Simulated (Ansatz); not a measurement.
H2P (SMILES [PH2]) moved off its minimum; all values from Ansatz (a program for electronic structure), cores frozen in correlated methods. Open shells are unrestricted.
(charge 0, multiplicity 2)
```xyz
3

P      0.0350     0.2171     0.1080
H     -1.0552    -0.9502    -0.1339
H      0.9942    -0.8791    -0.1289
```

| level | largest force (eV/Å) | on atom | rms difference from CCSD(T)/aug-cc-pV(T+d)Z (eV/Å) | dipole (D) |
|---|---|---|---|---|
| HF/def2-TZVPP | 3.94 | P1 | 0.332 | 0.35 |
| PBE/def2-TZVPP | 2.77 | P1 | 0.182 | 0.37 |
| r2SCAN/def2-TZVPP | 3.13 | P1 | 0.023 | 0.40 |
| B3LYP/def2-TZVPP | 3.14 | P1 | 0.015 | 0.31 |
| wB97M-V/def2-TZVPP | 3.34 | P1 | 0.091 | 0.28 |
| MP2/aug-cc-pV(T+d)Z | 3.50 | P1 | 0.161 | 0.32 |
| CCSD(T)/aug-cc-pV(T+d)Z | 3.15 | P1 | 0.000 | 0.30 |

The differences count from one level among others, with limits of its own. Forces at CCSD(T)/aug-cc-pV(T+d)Z (eV/Å):

```tsv
atom	Fx	Fy	Fz
P1	-1.070	-2.898	-0.609
H2	1.386	1.977	0.412
H3	-0.316	0.921	0.197
```
